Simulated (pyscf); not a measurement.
`[OH][B]([Cl])[Cl]` + `[ClH]` -> `[OH][B]([Cl])[Cl]` + `[ClH]` (four-centre exchange; singlet surface; H–O, Cl–H broken, H–O, Cl–H formed). Optimised with ωB97X-D3(BJ)/def2-SVP in PySCF. Correlated levels are frozen-core, on RHF or UHF. ΔMP2 is the change of the MP2 total energy from the triple- to the quadruple-zeta basis. Energies in kJ/mol from the separated reactants.

| level | barrier | reaction energy |
|---|---|---|
| ωB97X-D3(BJ)/def2-TZVP | 151.9 | 0.0 |
| B3LYP-D3(BJ)/def2-TZVP | 139.2 | 0.0 |
| ωB97M-D3(BJ)/def2-TZVP | 148.3 | 0.0 |
| HF/def2-TZVP | 212.1 | 0.0 |
| MP2/def2-QZVPP | 146.4 | 0.0 |
| CCSD/def2-TZVPP | (withheld) | 0.0 |
| CCSD(T)/def2-TZVPP + ΔMP2(QZVPP) | (withheld) | 0.0 |

What belongs in the gaps?


- CCSD/def2-TZVPP, barrier: 170.9
- CCSD(T)/def2-TZVPP + ΔMP2(QZVPP), barrier: 156.2

Of the functionals in the table, ωB97X-D3(BJ) is closest to CCSD(T)/def2-TZVPP + ΔMP2(QZVPP) in the barrier (4.4 kJ/mol apart) and B3LYP-D3(BJ) least close (17.0 kJ/mol); that level has limits of its own. The same reactants have a lower exit, to Cl–B(Cl)–Cl + H₂O (barrier +101.4 kJ/mol at ωB97M-D3(BJ)/def2-TZVP, against +148.3 kJ/mol here). Another saddle between the same species, by other bonds, lies lower (116.7 kJ/mol against 148.3 kJ/mol at ωB97M-D3(BJ)/def2-TZVP). The CCSD(T) − MP2 part came from Ansatz, without density fitting, on the same reference.
